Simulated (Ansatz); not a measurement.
**CH₂Al+ (triplet): from Hartree-Fock to the top rungs, 6-31G**

An exercise on one series of results from a longer session: the logs are not shown, and one member is left open.

Computed with Ansatz 0.2.0, Gaussian basis. Level: 6-31G, core rule «outside noble gas», up to 6 orbitals frozen.

Plan: UHF; CCSD(T) on ROHF; CCSD(T) on UHF; BCCD(T) on ROHF; CISD; CCSDT(Q) on ROHF; CCSDT(Q) on UHF; CISDTQ; CCSDTQ on ROHF; CCSDTQ on UHF; Full CI.

10 further runs of the same task are left out: 5 for a known fault of the program, 5 set aside as unsound or not needed.

## The geometry

The geometry is a PBE0/def2-TZVP stationary point (not a proven minimum) of the parent state, kept for this charge and spin.

4 atoms, charge 1, spin multiplicity 3.

Atoms are counted from 1 here; the program's logs count them from 0.

Bond lengths: Al1–C2 1.971 Å, C2–H3 1.094 Å, C2–H4 1.094 Å. Angles: Al1–C2–H3 125.0°, Al1–C2–H4 125.0°, H3–C2–H4 109.9°.

Set-up of the first run:

Contents of in.yaml:

```yaml
crystal:
  periodic: [false, false, false]
  atoms:
    - {symbol: Al, position_ang: [0.000000, 0.000000, 0.704959]}
    - {symbol: C, position_ang: [0.000000, 0.000000, -1.265754]}
    - {symbol: H, position_ang: [0.000000, -0.896128, -1.894102]}
    - {symbol: H, position_ang: [0.000000, 0.896128, -1.894102]}
basis:
  gaussian: {orbitals: 6-31G}
total_charge: 1
magnetization: {spin_polarized: true, initial_magnetization: 2}
hamiltonian: {xc: hf}
output: {orbitals: {seedname: orbitals}}
```

Command:

```sh
> ansatz run in.yaml --threads 1 --pin off --events-out ev --progress --plain --max-ram 4096MiB --backend cpu
```

Among the steps run: UHF; CCSD(T) on ROHF; CCSD(T) on UHF; BCCD(T) on ROHF; CISD; CCSDT(Q) on ROHF; CCSDT(Q) on UHF; CISDTQ; CCSDTQ on ROHF; CCSDTQ on UHF; Full CI.

One table of the session follows, with a row left open; its other results are not shown here.

| method | from FCI (meV) |
| --- | --- |
| ROHF | +3202.0 |
| UHF | +3019.5 |
| RMP2 | +718.6 |
| UMP2 | +705.8 |
| CISD | +236.9 |
| RCCSD | ? |
| UCCSD | +83.5 |
| RCCSD(T) | +21.5 |
| UCCSD(T) | +20.4 |
| BCCD(T) | +23.4 |
| RCCSDT | +5.5 |
| UCCSDT | +4.4 |
| CISDTQ | +6.6 |
| RCCSDT(Q) | +0.4 |
| UCCSDT(Q) | -0.8 |
| RCCSDTQ | +0.3 |
| UCCSDTQ | -0.4 |
| FCI | 0 |

**Question.** Estimate the row for RCCSD.

As computed: from FCI (meV): +95.0. In the column «from FCI (meV)» it lies between UCCSD (+83.5) and CISD (+236.9).

Limits of these values: Levels on UHF freeze UHF's core orbitals, full CI those of ROHF, so the U rows can settle a little off it for that reason alone. Restricted and unrestricted rows rest on different reference determinants; where their highest levels disagree by more than a few hundredths of an eV, they describe different states and don't form one ladder.
